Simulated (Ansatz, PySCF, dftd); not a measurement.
Species: C3H3, charge 0, doublet. C3H3 (SMILES C#C[CH2], doublet).
B3LYP-D3(BJ)/def2-TZVP minimum from Ansatz (a program for electronic structure):
```xyz
6

C     -0.0011     0.0113     0.1144
C     -0.0126     0.1308     1.3291
C      0.0118    -0.1223    -1.2430
H     -0.0226     0.2347     2.3859
H      0.9454    -0.1572    -1.7878
H     -0.9114    -0.1960    -1.8016
```
Charge 0, spin multiplicity 2.

Quantity: enthalpy of formation at 298 K (by atomisation, with ideal-gas terms from PySCF's Hessian at B3LYP-D3(BJ)/def2-TZVP and the atoms' measured values of the G2/97 table; no spin-orbit terms), in kcal/mol. Open shells are spin-unrestricted; no spin-orbit coupling. Correlated methods leave the cores frozen. Rows without X2C or -DK are non-relativistic. CBS(X,Y): correlation extrapolated as X^-3, Hartree-Fock from the larger set (Q,5: extrapolated as (X+1)exp(-9√X)). A bracket is a step between two methods taken in the basis named. The functionals are non-relativistic, so their misses hold any scalar relativity. Double hybrids freeze cores in their MP2 part. '+ core + X2C': CCSD(T) terms for core correlation (cc-pwCVTZ) and scalar relativity (cc-pVTZ-DK). For partners of very few electrons the exact lower level stands in for a higher one. The UHF reference of C3H3 (C#C[CH2], doublet) is spin-contaminated (<S^2> up to 0.21 over the pure value in the sets run).

| level | program | enthalpy of formation at 298 K (kcal/mol) | difference against the last row |
|---|---|---|---|
| B2GP-PLYP-D3(BJ)/def2-TZVPD | Ansatz + dftd3 | 89.8 | 5.9 |
| MP2/cc-pVDZ | Ansatz | 129.1 | 45.2 |
| CCSD/aug-cc-pVDZ | Ansatz | 141.2 | 57.3 |
| CCSD/CBS(cc-pVQZ,cc-pV5Z) | Ansatz | 99.2 | 15.3 |
| CCSDT(Q)/aug-cc-pVDZ | Ansatz | 132.2 | 48.3 |
| CCSD(T)/CBS(cc-pVQZ,cc-pV5Z) + [CCSDT(Q) - CCSD(T)]/cc-pVDZ + core + X2C | Ansatz | 83.9 | 0.0 |
